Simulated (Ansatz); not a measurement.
# CF (charge -1): harmonic frequencies at the relaxed geometry

Computed with Ansatz's Python interface.

The cells in order, each with its output:

**Cell 1**
```python
import itertools

import ansatz as az
from ase import Atoms
from ase.data import atomic_numbers, covalent_radii
import numpy as np
```

**Cell 2**
```python
atoms = Atoms(["C", "F"], positions=[
    [0.0, 0.0, 0.0],
    [0.0, 0.0, 1.425],
])
molecule = az.Crystal.molecule_from_ase(atoms)
```

**Cell 3**
```python
job = (
    molecule.calculation()
    .basis(gaussian="cc-pVDZ")
    .functional("CAM-B3LYP")
    .charge(-1)  # electrons removed from the neutral system
    .spin("collinear", total=2)  # spin-polarised run
)
symbols = [site.symbol for site in molecule.cartesian_sites]
start = np.array([site.position_ang for site in molecule.cartesian_sites], dtype=float)
rep = job.relax(force_tolerance=0.003, max_steps=100).run(threads=1, backend="cpu").report
end = np.array(rep["positions_ang"])
```

**Cell 4**
```python
# pairs closer than 1.2 times the sum of covalent radii, before or after
radius = [covalent_radii[atomic_numbers[s]] for s in symbols]
span = lambda where, i, j: np.linalg.norm(where[i] - where[j])
bonded = [(i, j) for i, j in itertools.combinations(range(len(symbols)), 2) if min(span(start, i, j), span(end, i, j)) < 1.2 * (radius[i] + radius[j])]
print("pair        before    after (A)")
for i, j in bonded:
    print(f"{symbols[i]}{i}-{symbols[j]}{j}".ljust(10), f"{span(start, i, j):8.4f} {span(end, i, j):8.4f}")
```
Output:
```text
pair        before    after (A)
C0-F1        1.4250   1.4645
```

**Cell 5**
```python
# same settings at the minimum
minimum = az.Crystal.molecule()
for symbol, place in zip(symbols, end):
    minimum = minimum.atom(symbol, place.tolist())
vibrating = (
    minimum.calculation()
    .basis(gaussian="cc-pVDZ")
    .functional("CAM-B3LYP")
    .charge(-1)  # electrons removed from the neutral system
    .spin("collinear", total=2)  # two spin channels
    .phonons(temperatures=(100, 500, 100))
)
vib = vibrating.run(threads=1, backend="cpu").report["vibrations"]
sums = vib["harmonic_sums"]
modes = [m["omega_inv_cm"] for m in sums["modes_at_gamma"] if m["rigid_motion"] == "no"]
print("frequencies (1/cm):", " ".join(f"{w:.0f}" for w in modes))
print("imaginary modes:", sum(w < 0 for w in modes), " zero-point energy:", round(sums["zero_point_energy_ev"], 4), "eV")
```
Output:
```text
frequencies (1/cm): 828
imaginary modes: 0  zero-point energy: 0.0513 eV
```

Notes:
- The frequencies are harmonic and unscaled, in a modest basis.
- The run takes the species as open-shell (spin multiplicity 3), which needn't be its ground state.
- The spin state was assumed, and another may lie lower.
- Anions want diffuse functions, which this basis lacks.
- Timing: 7 s on 1 thread of Arm Neoverse V2 (shared host), peak memory 0.17 GiB.
